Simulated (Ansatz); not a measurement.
# Relaxing iron (bcc)

Theory: DFT, PBE, plane waves (420 eV) with PAW, scalar-relativistic in Ansatz 0.2.0.

k-point mesh 15×15×15, Fermi-Dirac smearing 0.1 eV, no spin polarisation. Cell and atoms relax.

Starting structure:

```yaml
crystal:
  lattice:
    - [-1.43325, 1.43325, 1.43325]
    - [1.43325, -1.43325, 1.43325]
    - [1.43325, 1.43325, -1.43325]
  atoms:
    - { symbol: Fe, position: [0.0, 0.0, 0.0] }
hamiltonian:
  xc: pbe
  pseudopotentials:
    kind: paw
    azcp:
      Fe: "pseudopotentials/Fe.paw.azcp"
basis:
  ecutwfc: 420
  fft_grid_basis: typed
kpoints:
  mp_grid: { grid: [15, 15, 15], shift: [0, 0, 0] }
magnetization:
  spin_polarized: false
scf:
  occupations: { method: fermi_dirac, width: 0.1 }
relax:
  max_steps: 60
  f_tol: 0.01
  cell: {}
```

Problem. What cell does the relaxation end in?

Solution. Im-3m with a = 2.762 Å; 10.53 Å³ per atom against 11.78 at the start (-10.6 %).

Problem. How much energy does the relaxation gain?

Solution. 98.2 meV per atom.

Spin polarisation is off here; a magnetic state may lie lower.
